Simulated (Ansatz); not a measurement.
**ClF₃ (singlet): the correlation ladder, cc-pV(T+d)Z**

One table from this session's results is given with a row withheld; the runs are named, their logs left out.

The runs use Ansatz 0.2.0, Gaussian basis; cc-pV(T+d)Z, core rule «outside noble gas», up to 8 orbitals frozen.

To be run: UHF; CCSD(T) on RHF; CCSDT(Q) on RHF.

2 further runs of the same task are left out: 2 set aside as unsound or not needed.

## What is computed

The geometry is an MP2(full)/6-31G* stationary point (not a proven minimum).

4 atoms, charge 0, spin multiplicity 1.

Atoms are counted from 1 here; the program's logs count them from 0.

Bond lengths: Cl1–F2 1.635 Å, Cl1–F3 1.718 Å, Cl1–F4 1.718 Å. Angles: F2–Cl1–F3 86.5°, F2–Cl1–F4 86.5°, F3–Cl1–F4 173.1°.

The first run:

in.yaml

```yaml
crystal:
  periodic: [false, false, false]
  atoms:
    - {symbol: Cl, position_ang: [0.000000, 0.000000, 0.378560]}
    - {symbol: F, position_ang: [0.000000, 0.000000, -1.256582]}
    - {symbol: F, position_ang: [0.000000, 1.714544, 0.275074]}
    - {symbol: F, position_ang: [0.000000, -1.714544, 0.275074]}
basis:
  gaussian: {orbitals: "cc-pV(T+d)Z.json"}
magnetization: {spin_polarized: true, initial_magnetization: 0}
hamiltonian: {xc: hf}
output: {orbitals: {seedname: orbitals}}
```

The run is started by

```console
$ ansatz run in.yaml --threads 1 --pin off --events-out ev --progress --plain --max-ram 4160MiB --backend cpu
```

Among the steps run: UHF; CCSD(T) on RHF; CCSDT(Q) on RHF.

One table of the session follows, with a row left open; its other results are not shown here.

```
   method  from RCCSDT(Q) (kJ/mol)
      RHF                  +2759.4
     RMP2                   +118.0
    RCCSD                   +115.1
 RCCSD(T)                        ?
   RCCSDT                     +7.6
RCCSDT(Q)                        0
```

Q: Estimate the row for RCCSD(T) from the others.

As computed: from RCCSDT(Q) (kJ/mol): +9.0. In the column «from RCCSDT(Q) (kJ/mol)» it lies between RCCSDT (+7.6) and RCCSD (+115.1).

With the free atoms at the same levels and basis (separate runs), the atomisation energy is 4.742 eV at RCCSDT(Q), 4.692 eV at RCCSD(T), -1.160 eV at RHF.
